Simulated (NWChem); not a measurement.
**One shape, several levels: doublet [P2H4]+**

Aim: a comparison of 4 runs (UHF/STO-3G, UHF/3-21G, UB3LYP/6-31G*) of doublet [P2H4]+. 

The results are computed with NWChem 7.3.0.

### 1 The structure to begin with

[P2H4]+ has 6 atoms, charge +1, and is taken as a doublet. As SMILES of the parent species, `PP`. The shape is that of a PBE0-D4/def2-TZVP optimisation. This is one conformer, not always the lowest. That shape belongs to the parent species and isn't relaxed for this state.

Bond lengths: P1–P2 2.227 Å, P1–H3 1.422 Å, P1–H4 1.422 Å, P2–H5 1.422 Å, P2–H6 1.422 Å. Angles: P1–P2–H5 93.6°, P1–P2–H6 93.6°, P2–P1–H3 93.6°, P2–P1–H4 93.6°, H5–P2–H6 92.0°, H3–P1–H4 92.0°.

### 2 A single-point energy at UHF/STO-3G (run 1)

Contents of h4p2.nw:

```
start h4p2
title "H4P2 energy"
memory total 2200 mb
charge 1

geometry units angstroms noautosym nocenter noautoz
   P     0.365100   -1.048800   -0.082300
   P    -0.365200    1.049100    0.078100
   H    -0.497000   -1.521600    0.945000
   H    -0.572100   -1.392900   -1.094900
   H     0.502800    1.524600   -0.942900
   H     0.566400    1.389600    1.097000
end

basis spherical bse
   * library STO-3G
end

scf
   doublet
   uhf
   thresh 1e-08
   maxiter 80
   noprint "final vectors analysis"
end

task scf energy
```

Command:

```sh
$ nwchem h4p2.nw > h4p2.out
```

The program printed:

```text
[...]
  functions       =    22
[...]
  wavefunction    = UHF
[...]
         Total SCF energy =   -675.925346743551
      One electron energy =  -1106.613915835514
      Two electron energy =    342.069508739902
 Nuclear repulsion energy =     88.619060352061
                       Sz =      0.5000
                 Sz(Sz+1) =      0.7500
                      S^2 =      0.8088
[...]
```

It took 1.8 s on 1 thread of Intel Xeon Platinum 8259CL at 2.50GHz (Skylake/Cascade Lake), shared host; peak memory 0.099 GiB.

### 3 The energy at UHF/3-21G (run 2)

Contents of h4p2.xyz:

```xyz
6

P      0.365100    -1.048800    -0.082300
P     -0.365200     1.049100     0.078100
H     -0.497000    -1.521600     0.945000
H     -0.572100    -1.392900    -1.094900
H      0.502800     1.524600    -0.942900
H      0.566400     1.389600     1.097000
```

Contents of h4p2.nw:

```
start h4p2
memory 2200 mb
charge 1

geometry units angstrom noautosym nocenter noautoz
  load h4p2.xyz
end

basis spherical bse
  * library 3-21G
end

scf
  doublet
  uhf
  thresh 1e-08
  maxiter 80
  print medium
end

task scf energy
```

Command:

```sh
$ nwchem h4p2.nw > h4p2.out
```

The program printed:

```text
[...]
  functions       =    34
[...]
  wavefunction    = UHF
[...]
         Total SCF energy =   -679.956839341432
      One electron energy =  -1109.050608296666
      Two electron energy =    340.474708603173
 Nuclear repulsion energy =     88.619060352061
                       Sz =      0.5000
                 Sz(Sz+1) =      0.7500
                      S^2 =      0.8047
[...]
```

Wall time 2 s (1 thread of Intel Xeon Platinum 8259CL at 2.50GHz (Skylake/Cascade Lake), shared host); peak memory 0.098 GiB.

Run 3 isn't shown in full; the table further down has it.

### 4 A single-point energy at UB3LYP/6-31G(d) (Cartesian functions) (run 4)

Contents of a.xyz:

```xyz
6

P      0.365100    -1.048800    -0.082300
P     -0.365200     1.049100     0.078100
H     -0.497000    -1.521600     0.945000
H     -0.572100    -1.392900    -1.094900
H      0.502800     1.524600    -0.942900
H      0.566400     1.389600     1.097000
```

Contents of a.nw:

```
start a
memory 2200 mb
charge 1

geometry noautosym nocenter noautoz
   load format xyz a.xyz
end

basis cartesian
   * library 6-31G*
end

dft
   xc b3lyp
   mult 2
   grid xfine
   convergence energy 1e-08
   maxiter 100
   mulliken
   print medium
end

task dft energy
```

Command:

```sh
$ nwchem a.nw > a.out
```

The program printed:

```text
[...]
          Wavefunction type:  spin polarized.
          No. of atoms     :     6
          No. of electrons :    33
[...]
          Charge           :     1
          Spin multiplicity:     2
[...]
          AO basis - number of functions:    46
[...]
              XC Information
              --------------
                         B3LYP Method XC Potential
                     Hartree-Fock (Exact) Exchange  0.200
                        Slater Exchange Functional  0.800 local
                    Becke 1988 Exchange Functional  0.720 non-local
              Lee-Yang-Parr Correlation Functional  0.810
                  VWN I RPA Correlation Functional  0.190 local
[...]
 d= 0,ls=0.0,diis     1   -684.6890180457 -7.73D+02  1.76D-02  3.00D-01     2.9
[...]
 d= 0,ls=0.0,diis     8   -684.7622837743 -3.37D-10  3.41D-06  2.22D-08    19.8
[...]
         Total DFT energy =     -684.762283774344
      One electron energy =    -1113.841369584300
           Coulomb energy =      388.130370831580
    Exchange-Corr. energy =      -47.670345373684
 Nuclear repulsion energy =       88.619060352061
[...]
      Total Density - Mulliken Population Analysis
     ---------------------------------------------
    Atom       Charge   Shell Charges
 -----------   ------   -------------------------------------------------------
    1 P   15    14.77   2.00  1.99  5.97  1.32  2.35  0.47  0.60  0.07
    2 P   15    14.77   2.00  1.99  5.97  1.32  2.35  0.47  0.60  0.07
    3 H    1     0.86   0.49  0.37
    4 H    1     0.86   0.49  0.37
    5 H    1     0.86   0.49  0.37
    6 H    1     0.86   0.49  0.37
[...]
      <S2> =      0.7589 (Exact =     0.7500)
[...]
```

Run time: 20 s. Hardware: 1 thread of Intel Xeon Platinum 8259CL at 2.50GHz (Skylake/Cascade Lake), shared host; peak memory 0.13 GiB.

### 5 The series

```csv
run,level,iteration cap,module,energy (Eh),⟨S²⟩,wall time
1,UHF/STO-3G,80,scf,-675.925347,0.809,1.8 s
2,UHF/3-21G,80,scf,-679.956839,0.805,2 s
3,UB3LYP/6-31G* (spherical functions),100,dft,-684.757408,0.759,20 s
4,UB3LYP/6-31G* (Cartesian functions),100,dft,-684.762284,0.759,20 s
```

### 6 Summary of results

```
                                 quantity          value
                      run 4: total energy  -684.76228 Eh
run 4: HOMO energy (highest over α and β)      -14.12 eV
 run 4: LUMO energy (lowest over α and β)      -11.46 eV
                              run 4: ⟨S²⟩          0.759
```

What this shows: In run 1 the basis is minimal, so the values are rough. All runs together took 44 s, the longest 20 s.
